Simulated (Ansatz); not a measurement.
# Structure relaxation of NbSi3

Computed with Ansatz 0.2.0, DFT PBE, scalar-relativistic, plane waves, PAW. Cutoff 420 eV, Γ-centred k mesh, Gaussian smearing, no spin polarisation in the final step.

The start puts NbSi3 on the Cu3Au (L1_2) structure type (Pm-3m, No. 221), with Nb in place of Au, Si in place of Cu, at a guessed volume.

```xyz
4
Lattice="3.8966 0.0000 0.0000 0.0000 3.8966 0.0000 0.0000 0.0000 3.8966" Properties=species:S:1:pos:R:3 pbc="T T T"
Nb    0.0000    0.0000    0.0000
Si    0.0000    1.9483    1.9483
Si    1.9483    0.0000    1.9483
Si    1.9483    1.9483    0.0000
```

Cell and atoms relax at zero pressure; the relaxation can't lower the symmetry of the start.

The zero of energy is the elements' standard structures at the same level; no fitted shifts are applied.

Which crystal results?

It keeps Pm-3m (No. 221). The result has the Cu3Au (L1_2) structure. Conventional cell: a = 3.886 Å. Around Nb lie 12 Si at 2.75 Å; Si is coordinated by 4 Nb at 2.75 Å and 8 Si at 2.75 Å.

```
Nb Si
1.0
     3.88606    0.00000    0.00000
     0.00000    3.88606    0.00000
     0.00000    0.00000    3.88606
Nb Si
1 3
Direct
  0.00000 0.00000 0.00000
  0.00000 0.50000 0.50000
  0.50000 0.00000 0.50000
  0.50000 0.50000 0.00000
```

What are its volume, energy, density and gap?

The volume per atom is 14.67 Å³, the density is 5.01 g/cm³ and the energy over the elements is 0.17 eV/atom. The gap on the 12×12×12 mesh is 0 eV (a metal).

The final run used a 12×12×12 mesh on its 4-atom cell and 0.10 eV smearing. The k mesh leaves about 4 meV/atom of noise in metals. A structure relaxed within its symmetry needn't be a true minimum.

Cost: 2 runs of about 0.3 core-minutes in all, on Intel Xeon Platinum 8488C (Sapphire Rapids) (shared hosts).